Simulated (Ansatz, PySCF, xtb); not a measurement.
Acid–base and redox partners of CCC. Gas-phase values, no solvent. One relaxed conformer stands for each flexible species; it need not be the lowest. Strings in code marks are SMILES.

Quantity: gas-phase deprotonation enthalpy at 298 K, in eV. Thermal and zero-point terms are GFN2-xTB rigid-rotor harmonic values (xtb). Levels without diffuse functions put anions too high.

Level 1: PBE-D3(BJ)/def2-TZVPD // B3LYP-D3(BJ)/def2-TZVPD (PySCF)
Level 2: frozen-core MP2/aug-cc-pVTZ // B3LYP-D3(BJ)/def2-TZVPD (Ansatz, a first-principles code)
Level 3: B3LYP/6-31G* // B3LYP-D3(BJ)/def2-TZVPD (PySCF)
Level 4: PBE/6-31G* // B3LYP-D3(BJ)/def2-TZVPD (PySCF)

| species | level 1 | level 2 | level 3 | level 4 |
|---|---|---|---|---|
| proton removed from C1: `[CH2-]CC` | 17.78 | 17.85 | 19.07 | 18.91 |
| proton removed from C2: `C[CH-]C` (not the most acidic site) | 17.86 | 17.94 | 18.97 | 18.80 |
